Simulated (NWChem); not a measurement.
System: C2H5O, doublet; SMILES CC[O]

Input file for NWChem:

```
start job
memory heap 200 mb stack 900 mb global 1100 mb
geometry units angstroms noautosym nocenter noautoz
  C      0.226659    -1.177185     0.000544
  C     -0.477092     0.168540     0.000296
  O      0.320207     1.259122    -0.000663
  H     -0.497956    -2.006141     0.003816
  H      0.863535    -1.278789    -0.891019
  H      0.868831    -1.275804     0.888613
  H     -1.172792     0.265249     0.869178
  H     -1.179448     0.262672    -0.863275
end
basis spherical
  * library 3-21g
end
dft
  odft
  mult 2
  xc m06-2x
  iterations 150
end
cosmo
  do_cosmo_smd true
  solvent water
end
task dft energy
```

Excerpt of the output:

```
             Northwest Computational Chemistry Package (NWChem) 7.3.0
             --------------------------------------------------------

                             Geometry "geometry" -> ""
                             -------------------------

 Output coordinates in angstroms (scale by  1.889725989 to convert to a.u.)

  No.       Tag          Charge          X              Y              Z
 ---- ---------------- ---------- -------------- -------------- --------------
    1 C                    6.0000     0.22665900    -1.17718500     0.00054400
    2 C                    6.0000    -0.47709200     0.16854000     0.00029600
    3 O                    8.0000     0.32020700     1.25912200    -0.00066300
    4 H                    1.0000    -0.49795600    -2.00614100     0.00381600
    5 H                    1.0000     0.86353500    -1.27878900    -0.89101900
    6 H                    1.0000     0.86883100    -1.27580400     0.88861300
    7 H                    1.0000    -1.17279200     0.26524900     0.86917800
    8 H                    1.0000    -1.17944800     0.26267200    -0.86327500

 Effective nuclear repulsion energy (a.u.)      74.3552687654

                                 NWChem DFT Module
                                 -----------------

 Summary of "ao basis" -> "ao basis" (spherical)
 ------------------------------------------------------------------------------
       Tag                 Description            Shells   Functions and Types
 ---------------- ------------------------------  ------  ---------------------
 C                           3-21g                   5        9   3s2p
 O                           3-21g                   5        9   3s2p
 H                           3-21g                   2        2   2s

 in cosmo_initialize ...
 calling solv_data for solv:h2o

 solvent parameters
 solvname_short: h2o
 solvname_long:  water
 dielec:       78.4000
 dielecinf:     1.7769
 aqueous SMD model solvent descriptors
 dielec:       78.4000
 sola:          0.8200

          ---------------
          -cosmo- solvent
          ---------------
 Cosmo: York-Karplus, doi: 10.1021/jp992097l
 dielectric constant -eps-     =  78.40
 screen = (eps-1)/(eps    )    =   0.98724
 surface charge correction     = lagrangian

   van der Waals surface
 --------------------------

 ---------- ATOMIC COORDINATES (A.U.) ------------ VDWR(ANG.) --
     1    0.42832340   -2.22455709    0.00102801     1.850
     2   -0.90157315    0.31849442    0.00055936     1.850
     3    0.60510349    2.37939557   -0.00125289     1.520
     4   -0.94100039   -3.79105678    0.00721119     1.200
     5    1.63184453   -2.41656081   -1.68378176     1.200
     6    1.64185252   -2.41091998    1.67923508     1.200
     7   -2.21625552    0.50124793    1.64250826     1.200
     8   -2.22883354    0.49637810   -1.63135320     1.200
 number of segments per atom =        128
 number of   points per atom =        128
 atom (   nspa,  nppa )
 ----------------------
    1 (     62,     0 )       0
    2 (     50,     0 )       0
    3 (     80,     0 )       0
    4 (     56,     0 )       0
    5 (     54,     0 )       0
    6 (     54,     0 )       0
    7 (     56,     0 )       0
    8 (     55,     0 )       0
 number of -cosmo- surface points =      467
 molecular surface =     79.780 angstrom**2
 molecular volume  =     53.789 angstrom**3
 -lineq- algorithm             =   0
 -bem- low  level              =   3
 -bem- from -octahedral-
 gaussian surface charge width =   4.50000
 degree of switching           =   1.00000
 switching function tolerance  =   0.00010
 atomic radii =
 --------------
    1  6.000  1.850
    2  6.000  1.850
    3  8.000  1.520
    4  1.000  1.200
    5  1.000  1.200
    6  1.000  1.200
    7  1.000  1.200
    8  1.000  1.200
 ...... end of -cosmo- initialization ......

 nat:                     8
 ixmem:                  3618
 calling mnsol_interface()
 G(SMD-CDS) energy (kcal/mol)  =     2.295
 SMD-CDS SASA (angstrom**2)    =   106.656

            General Information
            -------------------
          SCF calculation type: DFT
          Wavefunction type:  spin polarized.
          No. of atoms     :     8
          No. of electrons :    25
           Alpha electrons :    13
            Beta electrons :    12
          Charge           :     0
          Spin multiplicity:     2
          Use of symmetry is: off; symmetry adaption is: off
          Maximum number of iterations: 150
          AO basis - number of functions:    37
                     number of shells:    25
          Convergence on energy requested:  1.00D-06
          Convergence on density requested:  1.00D-05
          Convergence on gradient requested:  5.00D-04

              XC Information
              --------------
                       M06-2X Method XC Functional
                     Hartree-Fock (Exact) Exchange  0.540
                        M06-2X Exchange Functional  1.000
                      M06-2X Correlation Potential  1.000

             Grid Information
             ----------------
          Grid used for XC integration:  medium
          Radial quadrature: Mura-Knowles
          Angular quadrature: Lebedev.
          Tag              B.-S. Rad. Rad. Pts. Rad. Cut. Ang. Pts.
          ---              ---------- --------- --------- ---------
          C                   0.70       49           7.0       434
          O                   0.60       49           8.0       434
          H                   0.35       45           8.0       434
          Grid pruning is: on
          Number of quadrature shells:   372
          Spatial weights used:  Erf1

      Superposition of Atomic Density Guess
      -------------------------------------

 Sum of atomic energies:        -151.77720780

      Non-variational initial energy
      ------------------------------

 Total energy =    -153.124787
 1-e energy   =    -352.908445
 2-e energy   =     125.428389
 HOMO         =      -0.286337
 LUMO         =       0.197257

[...]

                                COSMO-SMD solvation results
                                ---------------------------

             internal energy in gas <Psi(g)|H|Psi(g)> =      -153.436022183553
         internal energy in solvent <Psi(s)|H|Psi(s)> =      -153.434426109983
                               delta internal energy  =         0.001596073570 (    1.00 kcal/mol)
   total free energy in solvent <Psi(s)|H+V/2|Psi(s)> =      -153.444011810890
 polarization energy contribution <Psi(s)|V/2|Psi(s)> =        -0.009585700907 (   -6.02 kcal/mol)
    total free energy in solvent including G(SMD-CDS) =      -153.440354730867
                       G(SMD-CDS) energy contribution =         0.003657080023 (    2.29 kcal/mol)
     1 M fixed-concentration free energy of solvation =        -0.004332547314 (   -2.72 kcal/mol)

                    DFT Final Alpha Molecular Orbital Analysis
                    ------------------------------------------

 Vector   11  Occ=1.000000D+00  E=-4.371633D-01
              MO Center=  6.0D-02, -9.5D-01,  1.9D-03, r^2= 2.3D+00
   Bfn.  Coefficient  Atom+Function         Bfn.  Coefficient  Atom+Function
  ----- ------------  ---------------      ----- ------------  ---------------
     3      0.308525  1 C  px                 7      0.248833  1 C  px
    28     -0.233784  4 H  s                 29     -0.220248  4 H  s
    26      0.214493  3 O  py                22      0.188985  3 O  py
     4      0.145918  1 C  py                12     -0.131993  2 C  px
     8      0.128503  1 C  py                32      0.122178  6 H  s

 Vector   12  Occ=1.000000D+00  E=-3.667579D-01
              MO Center= -2.7D-01,  3.8D-01,  3.3D-03, r^2= 2.2D+00
   Bfn.  Coefficient  Atom+Function         Bfn.  Coefficient  Atom+Function
  ----- ------------  ---------------      ----- ------------  ---------------
    27      0.409720  3 O  pz                23      0.352155  3 O  pz
    14     -0.268601  2 C  pz                35     -0.240923  7 H  s
    37      0.238238  8 H  s                 34     -0.202278  7 H  s
    36      0.199737  8 H  s                 18     -0.164558  2 C  pz
     5      0.139619  1 C  pz                31     -0.137463  5 H  s

 Vector   13  Occ=1.000000D+00  E=-3.492939D-01
              MO Center=  8.6D-02,  5.8D-01, -2.4D-03, r^2= 1.9D+00
   Bfn.  Coefficient  Atom+Function         Bfn.  Coefficient  Atom+Function
  ----- ------------  ---------------      ----- ------------  ---------------
    25      0.417941  3 O  px                21      0.358724  3 O  px
    26     -0.303335  3 O  py                22     -0.255019  3 O  py
     6     -0.233195  1 C  s                  4     -0.221867  1 C  py
     8     -0.179744  1 C  py                12     -0.161526  2 C  px
     7      0.150018  1 C  px                13      0.142046  2 C  py

 Vector   14  Occ=0.000000D+00  E= 1.819479D-01
              MO Center= -6.0D-01, -5.8D-01,  7.9D-03, r^2= 4.0D+00
   Bfn.  Coefficient  Atom+Function         Bfn.  Coefficient  Atom+Function
  ----- ------------  ---------------      ----- ------------  ---------------
    15      1.281769  2 C  s                  6      1.154121  1 C  s
    35     -0.942437  7 H  s                 37     -0.932507  8 H  s
    29     -0.873933  4 H  s                 16     -0.730024  2 C  px
    33     -0.539003  6 H  s                 31     -0.535158  5 H  s
     8     -0.527610  1 C  py                 7      0.220195  1 C  px

 Vector   15  Occ=0.000000D+00  E= 2.148026D-01
              MO Center= -2.9D-01, -3.8D-01, -2.3D-02, r^2= 3.9D+00
   Bfn.  Coefficient  Atom+Function         Bfn.  Coefficient  Atom+Function
  ----- ------------  ---------------      ----- ------------  ---------------
    35      0.997326  7 H  s                 37     -0.980138  8 H  s
    31     -0.903269  5 H  s                 18     -0.832919  2 C  pz
    33      0.828864  6 H  s                  9     -0.696660  1 C  pz
    14     -0.291926  2 C  pz                 5     -0.200616  1 C  pz
    27      0.138098  3 O  pz                34      0.087923  7 H  s

 Vector   16  Occ=0.000000D+00  E= 2.168365D-01
              MO Center=  4.7D-01, -8.8D-01,  1.9D-02, r^2= 3.7D+00
   Bfn.  Coefficient  Atom+Function         Bfn.  Coefficient  Atom+Function
  ----- ------------  ---------------      ----- ------------  ---------------
     6      1.779868  1 C  s                 33     -1.177966  6 H  s
    31     -1.121292  5 H  s                 15     -0.625924  2 C  s
     7      0.599140  1 C  px                17      0.511592  2 C  py
    37      0.462724  8 H  s                 35      0.403335  7 H  s
    24     -0.312407  3 O  s                 16      0.274205  2 C  px

                     DFT Final Beta Molecular Orbital Analysis
                     -----------------------------------------

 Vector   10  Occ=1.000000D+00  E=-4.302924D-01
              MO Center=  4.7D-02, -6.5D-01,  2.3D-03, r^2= 2.7D+00
   Bfn.  Coefficient  Atom+Function         Bfn.  Coefficient  Atom+Function
  ----- ------------  ---------------      ----- ------------  ---------------
     3      0.278729  1 C  px                26      0.252464  3 O  py
     7      0.223579  1 C  px                22      0.221983  3 O  py
    28     -0.220792  4 H  s                 29     -0.209978  4 H  s
    12     -0.165087  2 C  px                 4      0.142070  1 C  py
     8      0.127696  1 C  py                25      0.121344  3 O  px

 Vector   11  Occ=1.000000D+00  E=-4.169164D-01
              MO Center=  1.4D-01, -6.8D-01, -7.1D-04, r^2= 2.3D+00
   Bfn.  Coefficient  Atom+Function         Bfn.  Coefficient  Atom+Function
  ----- ------------  ---------------      ----- ------------  ---------------
     5      0.308919  1 C  pz                 9      0.290480  1 C  pz
    18     -0.226106  2 C  pz                14     -0.222280  2 C  pz
    30     -0.192174  5 H  s                 32      0.190494  6 H  s
    31     -0.181376  5 H  s                 33      0.179527  6 H  s
    34     -0.126329  7 H  s                 36      0.124850  8 H  s

 Vector   12  Occ=1.000000D+00  E=-3.227828D-01
              MO Center=  1.2D-01,  7.1D-01, -1.9D-03, r^2= 1.7D+00
   Bfn.  Coefficient  Atom+Function         Bfn.  Coefficient  Atom+Function
  ----- ------------  ---------------      ----- ------------  ---------------
    25      0.443065  3 O  px                21      0.373294  3 O  px
    26     -0.316793  3 O  py                 6     -0.266827  1 C  s
    22     -0.260091  3 O  py                 4     -0.204668  1 C  py
     8     -0.172275  1 C  py                 7      0.152026  1 C  px
    12     -0.146027  2 C  px                37      0.130478  8 H  s

 Vector   13  Occ=0.000000D+00  E=-5.422667D-02
              MO Center=  4.5D-02,  1.1D+00,  1.5D-03, r^2= 1.4D+00
   Bfn.  Coefficient  Atom+Function         Bfn.  Coefficient  Atom+Function
  ----- ------------  ---------------      ----- ------------  ---------------
    27      0.593702  3 O  pz                23      0.453311  3 O  pz
    35     -0.337044  7 H  s                 37      0.334491  8 H  s
    18      0.151766  2 C  pz                34     -0.140954  7 H  s
    36      0.139537  8 H  s                  9     -0.127120  1 C  pz
    31     -0.114596  5 H  s                 33      0.113808  6 H  s

 Vector   14  Occ=0.000000D+00  E= 1.803848D-01
              MO Center= -6.3D-01, -5.3D-01,  7.0D-03, r^2= 4.0D+00
   Bfn.  Coefficient  Atom+Function         Bfn.  Coefficient  Atom+Function
  ----- ------------  ---------------      ----- ------------  ---------------
    15      1.327286  2 C  s                  6      1.112540  1 C  s
    35     -0.969236  7 H  s                 37     -0.961473  8 H  s
    29     -0.831866  4 H  s                 16     -0.738902  2 C  px
    33     -0.534825  6 H  s                 31     -0.531486  5 H  s
     8     -0.516698  1 C  py                 7      0.240390  1 C  px

 Vector   15  Occ=0.000000D+00  E= 2.172610D-01
              MO Center=  4.5D-01, -8.8D-01, -3.9D-02, r^2= 3.8D+00
   Bfn.  Coefficient  Atom+Function         Bfn.  Coefficient  Atom+Function
  ----- ------------  ---------------      ----- ------------  ---------------
     6      1.836988  1 C  s                 31     -1.211170  5 H  s
    33     -1.093073  6 H  s                 15     -0.706086  2 C  s
     7      0.570639  1 C  px                35      0.526522  7 H  s
    17      0.493392  2 C  py                37      0.410428  8 H  s
    24     -0.285041  3 O  s                 16      0.268759  2 C  px

   alpha - beta orbital overlaps
   -----------------------------

   alpha      1      2      3      4      5      6      7      8      9     10
    beta      1      2      3      4      5      6      7      8      9     11
 overlap   1.000  1.000  1.000  0.997  0.995  0.995  0.908  0.982  0.979  0.804

   alpha     11     12     13     14     15     16     17     18     19     20
    beta     10     13     12     14     16     15     17     18     20     19
 overlap   0.988  0.821  0.996  1.000  0.989  0.994  0.998  0.991  0.858  0.859

   alpha     21     22     23     24     25     26     27     28     29     30
    beta     21     22     23     24     25     26     27     28     29     30
 overlap   0.999  1.000  1.000  0.999  1.000  0.997  0.999  0.994  0.999  0.996

   alpha     31     32     33     34     35     36     37
    beta     31     35     32     33     34     36     37
 overlap   0.999  0.997  0.989  0.990  0.980  1.000  1.000

[...]
```

Level: M06-2X/3-21G, spin-unrestricted, SMD on the gas-phase geometry. The geometry was optimised at PBE0/def2-SVP, spin-unrestricted. No stability test was run on the SCF state. Solvent: water.
